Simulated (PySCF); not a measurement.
Input for PySCF: U-B3LYP/6-31G* on propyne (SMILES C#CC), a point of a bond scan (R = 1.858 Å).

```python
from pyscf import gto, scf, dft, mp
from pyscf.data.elements import chemcore

mol = gto.M(
    atom='''
    C    -1.21952000   -0.12580353   -0.15711415
    C     0.21519268    0.02219890    0.02772387
    C     1.39869570    0.14428698    0.18019786
    H    -1.44598792   -1.00663294   -0.76123089
    H    -1.63959773    0.74635303   -0.66207238
    H    -1.72702684   -0.23618072    0.80328101
    H     3.23218204    0.33342621    0.41641100
    ''',
    basis='6-31g*',
    cart=True,
    charge=0, spin=0, verbose=3, max_memory=1800)
mf = dft.UKS(mol, xc='b3lyp')
mf.conv_tol = 1e-8
mf.max_cycle = 100
mf.init_guess_breaksym = True
mf.kernel()
if not mf.converged:
    mf = mf.newton().run(mf.mo_coeff, mf.mo_occ)
for _ in range(4):
    mo, _, stable, _ = mf.stability(return_status=True)
    if stable:
        break
    mf.kernel(mf.make_rdm1(mo, mf.mo_occ))
```

Output:

```
converged SCF energy = -116.512594320005  <S^2> = 1.4197354e-10  2S+1 = 1
<class 'pyscf.dft.uks.UKS'> wavefunction is stable in the internal stability analysis
```

The run converged.

Cost: about 21 core-seconds (a rough figure).
